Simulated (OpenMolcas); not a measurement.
OpenMolcas input wanted

[BCl2]+: 3 atoms, total charge +1, spin state singlet. SMILES: `Cl[B+]Cl`. The shape is that of a PBE0-D4/def2-TZVP optimisation.

```xyz
3

Cl   -1.2679    0.7857   -0.6053
B     0.0000    0.0000    0.0000
Cl    1.2679   -0.7857    0.6053
```

Settings wanted:

```
method                 : HF
reference              : RHF
integral approximation : RICD
basis set              : 6-31G**
task                   : energy
nucleus                : point
d and f functions      : Cartesian
```

Task: Give an OpenMolcas 26.06 job that does this.

Result: One that was run (others would do as well):

step1.input:
```
&GATEWAY
Coord
3
angstrom
Cl      -1.267920       0.785680      -0.605300
B        0.000010       0.000020       0.000000
Cl       1.267910      -0.785700       0.605290
Basis = 6-31G**
Group = NoSym
RICD
&SEWARD
&SCF
Charge = 1
PrOrbitals = 1 2
```

```bash
$ export MOLCAS_MEM=1860
$ pymolcas step1.input > step1.log
```

Calculated total energy: -943.39622 Eh.
